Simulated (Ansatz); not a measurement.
**One shape, several levels: BSiH5 (boranylsilane)**

Wanted: a comparison of 6 runs (BHLYP/STO-3G, HSE06/STO-3G, SVWN5/STO-3G, UPBE/STO-3G, MP2/STO-3G, UMP2/STO-3G) of BSiH5 (boranylsilane). 

The calculation is run with Ansatz 0.2.0.

47 further runs of the same task are left out: 47 set aside as unsound or not needed.

## (1) The molecule

The species is BSiH5 (7 atoms), meant as a singlet with charge 0. As SMILES, `B[SiH3]`. The H4–B1 distance was set to 1.793 Å, away from the relaxed value. At this shape a bond of the SMILES string is far longer than usual.

Bond lengths: B1–Si2 2.010 Å, B1–H3 1.196 Å, Si2–H5 1.492 Å, Si2–H6 1.492 Å, Si2–H7 1.487 Å. Angles: B1–Si2–H5 108.8°, B1–Si2–H6 108.8°, B1–Si2–H7 115.1°, Si2–B1–H3 118.9°, H5–Si2–H6 107.3°, H5–Si2–H7 108.3°, H6–Si2–H7 108.3°. A long bond or contact: B1–H4 1.793 Å.

## (2) The energy at BHLYP/STO-3G (run 1)

Input file input.yaml:

```yaml
crystal:
  periodic: [false, false, false]
  atoms:
    - {symbol: B, position_ang: [-0.518008, -0.832244, 0.138749]}
    - {symbol: Si, position_ang: [-0.385708, 1.142056, -0.214051]}
    - {symbol: H, position_ang: [-1.600808, -1.333844, 0.224549]}
    - {symbol: H, position_ang: [0.906400, -1.902500, 0.335400]}
    - {symbol: H, position_ang: [-1.090808, 1.450156, -1.492751]}
    - {symbol: H, position_ang: [-1.098408, 1.873456, 0.874049]}
    - {symbol: H, position_ang: [0.999692, 1.675556, -0.305051]}
basis:
  gaussian: {orbitals: STO-3G}
hamiltonian: {xc: {name: BHLYP}}
accuracy: high
```

The run is started by

```bash
ansatz run input.yaml --threads 1 --pin off --max-ram 2610MiB --events-out events.jsonl --progress --plain --runs-dir runs
```

Log:

```text
Warning: RAYON_NUM_THREADS=1 ignored (pool sized by the plan → 1); use --threads N
Functional definition: BHLYP
  name "BHLYP"
  parameter a = 0.5
  exchange = (1 - a)*b88_x + a*exact_x
  correlation = lyp_c
334 factors; integrals over basis functions are off by at most 6.9e-9 eV
mean field evaluation 1: about -8529.7222 eV, gradient 1.6e1 eV
mean field evaluation 2: about -8530.5152 eV, gradient 9.8e0 eV
mean field evaluation 4: about -8530.9482 eV, gradient 3.5e-1 eV
mean field evaluation 8: about -8530.8719 eV, gradient 3.0e-4 eV
mean field evaluation 16: about -8530.8719 eV, gradient 3.8e-8 eV
mean field -8530.87194327 eV, -313.5037614825 hartree, gradient 3.8e-8 eV, S^2 0.000000; 0 other end points of the search recorded, 0 dependent functions left out
reference -8530.87196360 eV, -313.5037622296 hartree; 12, 12 occupied and 7, 7 virtual orbitals, 334 factors
Total energy: -8530.87196360 eV, -313.5037622296 hartree
```

Run time: 0.98 s. Hardware: 1 thread of Arm Neoverse V2, shared host; peak memory 0.098 GiB.

## (3) A single-point energy at HSE06/STO-3G (run 2)

Input file input.yaml:

```yaml
crystal:
  periodic: [false, false, false]
  atoms:
    - symbol: B
      position_ang: [-0.518008, -0.832244, 0.138749]
    - symbol: Si
      position_ang: [-0.385708, 1.142056, -0.214051]
    - symbol: H
      position_ang: [-1.600808, -1.333844, 0.224549]
    - symbol: H
      position_ang: [0.906400, -1.902500, 0.335400]
    - symbol: H
      position_ang: [-1.090808, 1.450156, -1.492751]
    - symbol: H
      position_ang: [-1.098408, 1.873456, 0.874049]
    - symbol: H
      position_ang: [0.999692, 1.675556, -0.305051]
basis:
  gaussian: {orbitals: STO-3G}
hamiltonian: {xc: hse06}
accuracy: high
```

The run is started by

```bash
ansatz run input.yaml --threads 1 --pin off --max-ram 2610MiB --events-out events.jsonl --progress --plain --runs-dir runs
```

Log:

```text
Warning: RAYON_NUM_THREADS=1 ignored (pool sized by the plan → 1); use --threads N
Functional definition: HSE06
  name "HSE06"
  parameter a = 0.25
  parameter omega = 0.11/bohr
  exchange = pbe_x - a*pbe_x_sr(omega) + a*exact_x_sr(omega)
  correlation = pbe_c
334 factors; integrals over basis functions are off by at most 6.9e-9 eV
65 factors; integrals over basis functions are off by at most 1.4e-9 eV
mean field evaluation 1: about -8525.8643 eV, gradient 1.6e1 eV
mean field evaluation 2: about -8525.7048 eV, gradient 1.6e1 eV
mean field evaluation 4: about -8526.8727 eV, gradient 3.0e-1 eV
mean field evaluation 8: about -8526.7723 eV, gradient 1.7e-3 eV
mean field evaluation 16: about -8526.7723 eV, gradient 3.8e-8 eV
mean field -8526.77232781 eV, -313.3531033931 hartree, gradient 3.8e-8 eV, S^2 0.000000; 0 other end points of the search recorded, 0 dependent functions left out
reference -8526.77232987 eV, -313.3531034687 hartree; 12, 12 occupied and 7, 7 virtual orbitals, 334 factors
Total energy: -8526.77232987 eV, -313.3531034687 hartree
```

Wall time 1.3 s (1 thread of Arm Neoverse V2, shared host); peak memory 0.099 GiB.

Run 3 isn't shown in full; the table further down has it.

## (4) The energy at UPBE/STO-3G (run 4)

Input file molecule.yaml:

```yaml
crystal:
  periodic: [false, false, false]
  atoms:
    - symbol: B
      position_ang: [-0.518008, -0.832244, 0.138749]
    - symbol: Si
      position_ang: [-0.385708, 1.142056, -0.214051]
    - symbol: H
      position_ang: [-1.600808, -1.333844, 0.224549]
    - symbol: H
      position_ang: [0.906400, -1.902500, 0.335400]
    - symbol: H
      position_ang: [-1.090808, 1.450156, -1.492751]
    - symbol: H
      position_ang: [-1.098408, 1.873456, 0.874049]
    - symbol: H
      position_ang: [0.999692, 1.675556, -0.305051]
basis:
  gaussian:
    orbitals: STO-3G
magnetization:
  spin_polarized: true
  initial_magnetization: 0
hamiltonian:
  xc: {name: PBE}
accuracy: high
```

The run is started by

```bash
ansatz run molecule.yaml --threads 1 --pin off --max-ram 2610MiB --events-out events.jsonl --progress --plain --runs-dir runs
```

Log:

```text
Warning: RAYON_NUM_THREADS=1 ignored (pool sized by the plan → 1); use --threads N
Functional definition: PBE
  name "PBE"
  parameter kappa = 0.804
  parameter beta = 0.06672455060314922
  exchange = pbe_x(kappa = kappa, mu = beta*pi^2/3)
  correlation = pbe_c(beta = beta)
334 factors; integrals over basis functions are off by at most 6.9e-9 eV
mean field evaluation 1: about -8524.5429 eV, gradient 1.3e1 eV
mean field evaluation 2: about -8523.2786 eV, gradient 1.7e1 eV
mean field evaluation 4: about -8525.7551 eV, gradient 3.1e-1 eV
mean field evaluation 8: about -8525.6317 eV, gradient 9.9e-3 eV
mean field evaluation 16: about -8525.6317 eV, gradient 5.7e-9 eV
mean field -8525.63168411 eV, -313.3111855103 hartree, gradient 6.5e-9 eV, S^2 0.000000; 0 other end points of the search recorded, 0 dependent functions left out
reference -8525.63168617 eV, -313.3111855861 hartree; 12, 12 occupied and 7, 7 virtual orbitals, 334 factors
Total energy: -8525.63168617 eV, -313.3111855861 hartree
```

It took 1.8 s on 1 thread of Arm Neoverse V2, shared host; peak memory 0.14 GiB.

Run 5 isn't shown in full; the table further down has it.

## (5) The energy at UMP2/STO-3G (run 6)

Input file molecule.yaml:

```yaml
crystal:
  periodic: [false, false, false]
  atoms:
    - {symbol: B, position_ang: [-0.518008, -0.832244, 0.138749]}
    - {symbol: Si, position_ang: [-0.385708, 1.142056, -0.214051]}
    - {symbol: H, position_ang: [-1.600808, -1.333844, 0.224549]}
    - {symbol: H, position_ang: [0.906400, -1.902500, 0.335400]}
    - {symbol: H, position_ang: [-1.090808, 1.450156, -1.492751]}
    - {symbol: H, position_ang: [-1.098408, 1.873456, 0.874049]}
    - {symbol: H, position_ang: [0.999692, 1.675556, -0.305051]}
basis:
  gaussian:
    orbitals: STO-3G
accuracy: high
magnetization:
  spin_polarized: true
correlation:
  method: mp2
  frozen_orbitals: {B: 1, H: 0, Si: 5}
total_charge: 0
```

The run is started by

```bash
ansatz run molecule.yaml --threads 1 --pin off --max-ram 2610MiB --events-out events.jsonl --progress --plain --runs-dir runs
```

Log:

```text
Warning: RAYON_NUM_THREADS=1 ignored (pool sized by the plan → 1); use --threads N
Functional definition: HF
  name "HF"
  exchange = exact_x
  correlation = 0
334 factors; integrals over basis functions are off by at most 6.9e-9 eV
mean field evaluation 1: about -8507.9123 eV, gradient 1.2e1 eV
mean field evaluation 2: about -8507.9059 eV, gradient 1.1e1 eV
mean field evaluation 4: about -8509.4823 eV, gradient 8.8e-1 eV
mean field evaluation 8: about -8509.4900 eV, gradient 6.0e-6 eV
mean field evaluation 16: about -8509.5340 eV, gradient 1.5e-3 eV
mean field -8509.52918456 eV, -312.7194295665 hartree, gradient 2.8e-8 eV, S^2 0.167754; 1 other end points of the search recorded, 0 dependent functions left out
6 core orbitals not correlated: weight in the atoms' cores, before any rotation towards them, 1.000 or more for the frozen orbitals, at most 0.000 for the correlated occupied ones
reference -8509.52918456 eV, -312.7194295665 hartree; 6, 6 occupied and 7, 7 virtual orbitals, 334 factors
second order -2.28585296 eV of doubles, -0.00000000 eV of singles
Total energy: -8511.81503752 eV, -312.8034331134 hartree
```

It took 0.14 s on 1 thread of Arm Neoverse V2, shared host.

## (6) Overview of the runs

```
run         level  frozen core orbitals  energy (Eh)  wall time
  1  BHLYP/STO-3G                     –  -313.503762     0.98 s
  2  HSE06/STO-3G                     –  -313.353103      1.3 s
  3  SVWN5/STO-3G                     –  -311.987868     0.68 s
  4   UPBE/STO-3G                     –  -313.311186      1.8 s
  5    MP2/STO-3G                     6  -312.811694      0.1 s
  6   UMP2/STO-3G                     6  -312.803433     0.14 s
```

## (7) Outcome

```
                                          quantity          value
                               run 6: total energy  -312.80343 Eh
run 6: correlation energy (6 core orbitals frozen)      -84.0 mEh
          run 6: ⟨S²⟩ of the reference determinant          0.168
```

What this shows: Totals of different functionals can't be ranked against each other. In run 5 the log says that unrestricted orbitals would lower the reference, so the values rest on an unstable closed-shell determinant (other closed-shell runs at this shape may share the fault). In runs 1, 2, 3, 4, 5, 6 the basis is minimal, so the values are rough. Spin contamination of the reference: run 6 ⟨S²⟩ = 0.17. All runs together took 5 s, the longest 1.8 s.
